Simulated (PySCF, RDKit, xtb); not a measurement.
Dimer: CH5N (SMILES CN) (first 7 atoms) with H2O (SMILES O); geometry from S66by8 set.
(charge 0, multiplicity 1):
```xyz
10

N     -0.974    -0.758    -0.351
H     -1.069    -1.727    -0.075
H     -1.563    -0.644    -1.166
C     -1.457     0.110     0.729
H     -1.353     1.147     0.422
H     -2.495    -0.063     1.021
H     -0.825    -0.029     1.603
O      2.150     0.632    -0.264
H      1.332     0.135    -0.438
H      2.732     0.373    -0.980
```

Interaction energies are E(AB) − E(A) − E(B) at the monomers' geometry in the complex; basis-set methods are counterpoise corrected. Rows marked so take none.

Rows in 3-21G carry no dispersion term and start afresh at each structure.

Programs: PySCF for 3-21G rows; RDKit for the force fields; xtb for the GFN methods. 

Task: One of these levels gives -183.5 meV for the interaction energy. Which one is it?
A) GFN1-xTB
B) MMFF94
C) HF/3-21G (no counterpoise)
D) B3LYP/3-21G (no counterpoise)

Result: B, MMFF94. The others give -139.1 (GFN1-xTB), -320.3 (HF/3-21G (no counterpoise)), -361.6 (B3LYP/3-21G (no counterpoise))
